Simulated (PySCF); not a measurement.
C4H9Cl: core ionisation energies

Compound: C₄H₉Cl.
SMILES with atom numbers: `[CH3:1][CH2:2][CH2:3][CH2:4][Cl:5]`

Geometry (PBE0-D3(BJ)/def2-SVP, Å), atoms numbered from 1 in this order:
```xyz
14
C4H9Cl angstrom
C     -1.9581   -0.0762   -0.2994
C     -0.4793   -0.0466   -0.6519
C      0.4204    0.0404    0.5752
C      1.8891    0.0694    0.2129
Cl     2.9285    0.1799    1.6656
H     -2.1983   -0.9412    0.3391
H     -2.5870   -0.1414   -1.1997
H     -2.2550    0.8309    0.2507
H     -0.2188   -0.9485   -1.2336
H     -0.2735    0.8101   -1.3177
H      0.2330   -0.8170    1.2435
H      0.1782    0.9447    1.1586
H      2.1318    0.9363   -0.4185
H      2.1902   -0.8406   -0.3259
```

Theory: delta-SCF UKS SCAN, pcX-2 on the ionised atom, pcseg-1 elsewhere, spin-free X2C (PySCF 2.14.0). These are vertical core ionisation energies against the vacuum level, from separate self-consistent calculations with and without the core hole.

Question: List the computed XPS lines with their assignment.

Answer: 
```tsv
atom(s)	environment	level	binding energy (eV)	2p1/2 (eV)	above the level's lowest (eV)	count
Cl5	alkyl chlorine	Cl 1s	2828.35	–	0.00	1
C4	sp3 C–Cl carbon	C 1s	292.22	–	+1.40	1
C3	chain CH2 carbon	C 1s	290.93	–	+0.11	1
C2	chain CH2 carbon	C 1s	290.91	–	+0.09	1
C1	methyl carbon	C 1s	290.82	–	0.00	1
Cl5	alkyl chlorine	Cl 2p3/2	205.77	207.42	0.00	1
```

Lowest listed C 1s: C1, bonded to C and 3 H. Highest, 1.40 eV above it: C4, bonded to Cl, C and 2 H. The widest gap between neighbouring values is 1.29 eV, between 290.93 and 292.22 eV. Summing the Pauling electronegativity differences to the bonded atoms, each weighted by its formal bond order, gives -1.05 for the lowest site and -0.09 for the highest; no listed site has a larger sum than the highest. The values 290.91 and 290.93 eV lie too close for their order to be trusted.

Question: Which photon wavelength matches the Cl 1s of Cl5 threshold?

Answer: λ = hc/E = 12398.42 eV Å / 2828.35 eV = 4.384 Å.

Question: Which photon energy gives electrons from Cl 1s of Cl5 a kinetic energy of 50 eV, and what is their de Broglie wavelength?

Answer: hν = 2828.35 + 50 = 2878.35 eV, recoil neglected; λ = 12.264 Å/√(E/eV) = 1.73 Å.

The 2p values add to the ΔSCF energy of one spin-free hole a correction within the shell (spin–orbit coupling, ligand field). 2p1/2 minus 2p3/2 (ligand field included): Cl 1.65 eV. One conformer (not necessarily the lowest) at the PBE0-D3(BJ)/def2-SVP geometry, without solvent, vibrations or thermal averaging.
